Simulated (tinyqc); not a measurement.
UHF in the sto-3g basis, for CH3, spin multiplicity 2, step by step (part 3 of 3). Computed by tinyqc, a small Python program that keeps every step (integrals from PySCF). Command: `OMP_NUM_THREADS=1 python tinyqc.py 21752 21753 out.jsonl` (the two numbers bound the seeds that draw the settings). One thread of a shared host (Intel(R) Xeon(R) Processor @ 2.60GHz), about 0.2 s of CPU time with the checks.

Geometry (angstrom):
```
atom        x        y       z
C      0.0000   0.0000  0.0630
H      1.2000   0.0000  0.0000
H     -0.6000   1.0390  0.0000
H     -0.6000  -1.0390  0.0000
```

## Iteration 2: diagonalisation and new density

F(alpha) (hartree):
```
          1C 1s    1C 2s   1C 2px   1C 2py   1C 2pz    2H 1s    3H 1s    4H 1s
1C 1s   -9.7337  -2.7074   0.0000   0.0000  -0.0011  -0.5380  -0.5383  -0.5383
1C 2s   -2.7074  -1.0532   0.0001   0.0000   0.0041  -0.4305  -0.4307  -0.4307
1C 2px   0.0000   0.0001   0.1696   0.0000   0.0000  -0.2106   0.1053   0.1053
1C 2py   0.0000   0.0000   0.0000   0.1696   0.0000   0.0000  -0.1824   0.1824
1C 2pz  -0.0011   0.0041   0.0000   0.0000   0.2217   0.0123   0.0123   0.0123
2H 1s   -0.5380  -0.4305  -0.2106   0.0000   0.0123  -0.0855  -0.1175  -0.1175
3H 1s   -0.5383  -0.4307   0.1053  -0.1824   0.0123  -0.1175  -0.0856  -0.1176
4H 1s   -0.5383  -0.4307   0.1053   0.1824   0.0123  -0.1175  -0.1176  -0.0856
```

F(beta) (hartree):
```
          1C 1s    1C 2s   1C 2px   1C 2py  1C 2pz    2H 1s    3H 1s    4H 1s
1C 1s   -9.7120  -2.6764   0.0000   0.0000  0.0002  -0.5312  -0.5315  -0.5315
1C 2s   -2.6764  -0.9070   0.0001   0.0000  0.0519  -0.3951  -0.3953  -0.3953
1C 2px   0.0000   0.0001   0.2102   0.0000  0.0000  -0.2030   0.1015   0.1015
1C 2py   0.0000   0.0000   0.0000   0.2102  0.0000   0.0000  -0.1758   0.1758
1C 2pz   0.0002   0.0519   0.0000   0.0000  0.8945   0.0171   0.0171   0.0171
2H 1s   -0.5312  -0.3951  -0.2030   0.0000  0.0171  -0.0783  -0.1099  -0.1099
3H 1s   -0.5315  -0.3953   0.1015  -0.1758  0.0171  -0.1099  -0.0784  -0.1100
4H 1s   -0.5315  -0.3953   0.1015   0.1758  0.0171  -0.1099  -0.1100  -0.0784
```

X:
```
          1C 1s    1C 2s   1C 2px   1C 2py   1C 2pz    2H 1s    3H 1s    4H 1s
1C 1s    1.0279  -0.1594   0.0000   0.0000   0.0015   0.0239   0.0239   0.0239
1C 2s   -0.1594   1.3131  -0.0001   0.0000  -0.0147  -0.2778  -0.2779  -0.2779
1C 2px   0.0000  -0.0001   1.1452   0.0000   0.0000  -0.2897   0.1449   0.1449
1C 2py   0.0000   0.0000   0.0000   1.1452   0.0000   0.0000  -0.2509   0.2509
1C 2pz   0.0015  -0.0147   0.0000   0.0000   1.0008   0.0142   0.0142   0.0142
2H 1s    0.0239  -0.2778  -0.2897   0.0000   0.0142   1.1930  -0.0233  -0.0233
3H 1s    0.0239  -0.2779   0.1449  -0.2509   0.0142  -0.0233   1.1931  -0.0233
4H 1s    0.0239  -0.2779   0.1449   0.2509   0.0142  -0.0233  -0.0233   1.1931
```

D(alpha) after iteration 1:
```
          1C 1s    1C 2s   1C 2px   1C 2py   1C 2pz    2H 1s    3H 1s    4H 1s
1C 1s    1.0679  -0.2852   0.0000   0.0000   0.0001   0.0152   0.0152   0.0152
1C 2s   -0.2852   1.2087  -0.0001   0.0000  -0.0027  -0.0782  -0.0782  -0.0782
1C 2px   0.0000  -0.0001   1.0115   0.0000   0.0000  -0.0763   0.0382   0.0382
1C 2py   0.0000   0.0000   0.0000   1.0115   0.0000   0.0000  -0.0661   0.0661
1C 2pz   0.0001  -0.0027   0.0000   0.0000   0.9998   0.0020   0.0020   0.0020
2H 1s    0.0152  -0.0782  -0.0763   0.0000   0.0020   0.0813  -0.0149  -0.0149
3H 1s    0.0152  -0.0782   0.0382  -0.0661   0.0020  -0.0149   0.0813  -0.0149
4H 1s    0.0152  -0.0782   0.0382   0.0661   0.0020  -0.0149  -0.0149   0.0813
```

D(beta) after iteration 1:
```
          1C 1s    1C 2s   1C 2px   1C 2py   1C 2pz    2H 1s    3H 1s    4H 1s
1C 1s    1.0662  -0.2777   0.0000   0.0000   0.0171   0.0133   0.0133   0.0133
1C 2s   -0.2777   1.1752  -0.0001   0.0000  -0.0730  -0.0717  -0.0717  -0.0717
1C 2px   0.0000  -0.0001   1.0040   0.0000   0.0000  -0.0745   0.0373   0.0373
1C 2py   0.0000   0.0000   0.0000   1.0040   0.0000   0.0000  -0.0645   0.0645
1C 2pz   0.0171  -0.0730   0.0000   0.0000   0.0045   0.0047   0.0047   0.0047
2H 1s    0.0133  -0.0717  -0.0745   0.0000   0.0047   0.0881  -0.0138  -0.0138
3H 1s    0.0133  -0.0717   0.0373  -0.0645   0.0047  -0.0138   0.0881  -0.0138
4H 1s    0.0133  -0.0717   0.0373   0.0645   0.0047  -0.0138  -0.0138   0.0881
```

overlap S:
```
         1C 1s   1C 2s   1C 2px   1C 2py   1C 2pz    2H 1s    3H 1s    4H 1s
1C 1s   1.0000  0.2484   0.0000   0.0000   0.0000   0.0480   0.0480   0.0480
1C 2s   0.2484  1.0000   0.0000   0.0000   0.0000   0.4285   0.4286   0.4286
1C 2px  0.0000  0.0000   1.0000   0.0000   0.0000   0.4261  -0.2131  -0.2131
1C 2py  0.0000  0.0000   0.0000   1.0000   0.0000   0.0000   0.3691  -0.3691
1C 2pz  0.0000  0.0000   0.0000   0.0000   1.0000  -0.0224  -0.0224  -0.0224
2H 1s   0.0480  0.4285   0.4261   0.0000  -0.0224   1.0000   0.1047   0.1047
3H 1s   0.0480  0.4286  -0.2131   0.3691  -0.0224   0.1047   1.0000   0.1047
4H 1s   0.0480  0.4286  -0.2131  -0.3691  -0.0224   0.1047   0.1047   1.0000
```

A level shift of 0.5 hartree raises the virtual space: F + shift (S - S D(s) S), with D(s) the density of one spin. Diagonalise F' = X^T F X, C = X C', fill 5 alpha and 4 beta electrons from the bottom; D(s) = C_occ C_occ^T; the new density keeps 0.7 of the old one (damping). Each column has its largest component positive (the first on a tie).

F' = X^T F X (alpha) (hartree):
```
         1        2        3        4        5        6        7        8
1  -9.4939  -1.5385   0.0000   0.0000   0.0032  -0.0527  -0.0528  -0.0528
2  -1.5385  -0.1451   0.0000   0.0000  -0.0227  -0.4017  -0.4019  -0.4019
3   0.0000   0.0000   0.4914   0.0000   0.0000  -0.4722   0.2362   0.2362
4   0.0000   0.0000   0.0000   0.4914   0.0000   0.0000  -0.4090   0.4090
5   0.0032  -0.0227   0.0000   0.0000   0.2235   0.0239   0.0239   0.0239
6  -0.0527  -0.4017  -0.4722   0.0000   0.0239   0.6911  -0.0450  -0.0450
7  -0.0528  -0.4019   0.2362  -0.4090   0.0239  -0.0450   0.6911  -0.0450
8  -0.0528  -0.4019   0.2362   0.4090   0.0239  -0.0450  -0.0450   0.6911
```

orbital energies (alpha) (hartree): MO1 -9.7445, MO2 -0.3649, MO3 0.0225, MO4 0.0225, MO5 0.2209, MO6 1.0741, MO7 1.2049, MO8 1.2050

coefficients C (alpha):
```
            MO1      MO2      MO3      MO4      MO5      MO6      MO7      MO8
1C 1s    0.9899  -0.2514   0.0000   0.0000  -0.0116  -0.2011   0.0002   0.0000
1C 2s    0.0429   0.8111   0.0000   0.0002   0.0553   1.1483  -0.0013   0.0000
1C 2px   0.0000  -0.0001   0.0000   0.6662   0.0000   0.0009   0.9968   0.0000
1C 2py   0.0000   0.0000   0.6662   0.0000   0.0000   0.0000   0.0000   0.9968
1C 2pz  -0.0004  -0.0061   0.0000   0.0000   0.9976  -0.0839   0.0001   0.0000
2H 1s   -0.0078   0.1488   0.0000   0.4003  -0.0234  -0.7033  -0.9532   0.0000
3H 1s   -0.0078   0.1489   0.3467  -0.2001  -0.0234  -0.7019   0.4778  -0.8262
4H 1s   -0.0078   0.1489  -0.3467  -0.2001  -0.0234  -0.7019   0.4778   0.8262
```

F' = X^T F X (beta) (hartree):
```
         1        2        3        4        5        6        7        8
1  -9.4771  -1.5294   0.0000   0.0000  -0.0058  -0.0531  -0.0532  -0.0532
2  -1.5294   0.0314   0.0000   0.0000   0.0578  -0.4005  -0.4006  -0.4006
3   0.0000   0.0000   0.5397   0.0000   0.0000  -0.4746   0.2374   0.2374
4   0.0000   0.0000   0.0000   0.5397   0.0000   0.0000  -0.4111   0.4111
5  -0.0058   0.0578   0.0000   0.0000   1.3941   0.0261   0.0261   0.0261
6  -0.0531  -0.4005  -0.4746   0.0000   0.0261   0.6830  -0.0468  -0.0468
7  -0.0532  -0.4006   0.2374  -0.4111   0.0261  -0.0468   0.6831  -0.0468
8  -0.0532  -0.4006   0.2374   0.4111   0.0261  -0.0468  -0.0468   0.6831
```

orbital energies (beta) (hartree): MO1 -9.7208, MO2 -0.2610, MO3 0.0456, MO4 0.0456, MO5 1.1224, MO6 1.2238, MO7 1.2239, MO8 1.3973

coefficients C (beta):
```
            MO1      MO2      MO3      MO4      MO5      MO6      MO7      MO8
1C 1s    0.9910  -0.2358   0.0000   0.0000  -0.2144   0.0003   0.0000  -0.0089
1C 2s    0.0385   0.7394   0.0000   0.0002   1.1970  -0.0018   0.0000   0.0198
1C 2px   0.0000  -0.0001   0.0000   0.6429   0.0013   1.0120   0.0000   0.0001
1C 2py   0.0000   0.0000   0.6429   0.0000   0.0000   0.0000   1.0120   0.0000
1C 2pz  -0.0007  -0.0408   0.0000   0.0000  -0.0299   0.0000   0.0000   0.9999
2H 1s   -0.0070   0.1906   0.0000   0.4224  -0.6934  -0.9434   0.0000   0.0217
3H 1s   -0.0070   0.1907   0.3657  -0.2111  -0.6916   0.4732  -0.8180   0.0217
4H 1s   -0.0070   0.1907  -0.3657  -0.2111  -0.6916   0.4732   0.8180   0.0217
```

D(alpha) after iteration 2:
```
          1C 1s    1C 2s   1C 2px   1C 2py   1C 2pz    2H 1s    3H 1s    4H 1s
1C 1s    1.0605  -0.2483   0.0000   0.0000  -0.0031  -0.0028  -0.0028  -0.0028
1C 2s   -0.2483   1.0450   0.0000   0.0000   0.0132  -0.0190  -0.0190  -0.0190
1C 2px   0.0000   0.0000   0.8412   0.0000   0.0000   0.0266  -0.0133  -0.0133
1C 2py   0.0000   0.0000   0.0000   0.8412   0.0000   0.0000   0.0230  -0.0230
1C 2pz  -0.0031   0.0132   0.0000   0.0000   0.9984  -0.0059  -0.0059  -0.0059
2H 1s   -0.0028  -0.0190   0.0266   0.0000  -0.0059   0.1118  -0.0276  -0.0276
3H 1s   -0.0028  -0.0190  -0.0133   0.0230  -0.0059  -0.0276   0.1118  -0.0276
4H 1s   -0.0028  -0.0190  -0.0133  -0.0230  -0.0059  -0.0276  -0.0276   0.1118
```

D(beta) after iteration 2:
```
          1C 1s    1C 2s   1C 2px   1C 2py   1C 2pz    2H 1s    3H 1s    4H 1s
1C 1s    1.0577  -0.2352   0.0000   0.0000   0.0147  -0.0063  -0.0063  -0.0063
1C 2s   -0.2352   0.9871   0.0000   0.0000  -0.0601  -0.0079  -0.0080  -0.0080
1C 2px   0.0000   0.0000   0.8268   0.0000   0.0000   0.0293  -0.0146  -0.0146
1C 2py   0.0000   0.0000   0.0000   0.8268   0.0000   0.0000   0.0254  -0.0254
1C 2pz   0.0147  -0.0601   0.0000   0.0000   0.0037   0.0010   0.0010   0.0010
2H 1s   -0.0063  -0.0079   0.0293   0.0000   0.0010   0.1261  -0.0255  -0.0255
3H 1s   -0.0063  -0.0080  -0.0146   0.0254   0.0010  -0.0255   0.1261  -0.0255
4H 1s   -0.0063  -0.0080  -0.0146  -0.0254   0.0010  -0.0255  -0.0255   0.1261
```

## Convergence

Stop when the energy changes by less than 1e-09 hartree and every element of the error matrix X^T (F D S - S D F) X (for each spin) is below 9e-06.

Course of the cycle:
```
iteration  E (hartree)     change  largest element of the error matrix
1           -36.551481          -                             3.65e-01
2           -37.207834  -6.56e-01                             3.32e-01
3           -37.716804  -5.09e-01                             2.84e-01
4           -38.095558  -3.79e-01                             2.34e-01
5           -38.371004  -2.75e-01                             1.89e-01
6           -38.568603  -1.98e-01                             1.50e-01
7           -38.709162  -1.41e-01                             1.18e-01
8           -38.808614  -9.95e-02                             9.27e-02
9           -38.878741  -7.01e-02                             7.27e-02
10          -38.928084  -4.93e-02                             5.70e-02
11          -38.962755  -3.47e-02                             4.49e-02
12          -38.987098  -2.43e-02                             3.54e-02
13          -39.004183  -1.71e-02                             2.81e-02
14          -39.016171  -1.20e-02                             2.25e-02
...                ...        ...                                  ...
52          -39.044612  -6.43e-07                             4.16e-04
53          -39.044612  -5.62e-07                             3.90e-04
54          -39.044613  -4.92e-07                             3.66e-04
55          -39.044613  -4.31e-07                             3.44e-04
56          -39.044613  -3.78e-07                             3.22e-04
57          -39.044614  -3.32e-07                             3.02e-04
58          -39.044614  -2.91e-07                             2.84e-04
59          -39.044614  -2.55e-07                             2.66e-04
60          -39.044615  -2.24e-07                             2.49e-04
61          -39.044615  -1.97e-07                             2.34e-04
62          -39.044615  -1.73e-07                             2.19e-04
63          -39.044615  -1.52e-07                             2.06e-04
64          -39.044615  -1.33e-07                             1.93e-04
65          -39.044615  -1.17e-07                             1.81e-04
```

PySCF UHF in the same basis, after a stability check = -39.044616 hartree

Not converged within the cap of 65 iterations: the residual falls steadily but slowly, by a factor of about 0.94 a step. Reruns (cap 100 unless said): DIIS 8: converged in 9; damping 0.5: converged in 66; level shift 0.5: converged in 33; atomic densities as start, DIIS 8: converged in 10; the original settings with a cap of 400: converged in 111.
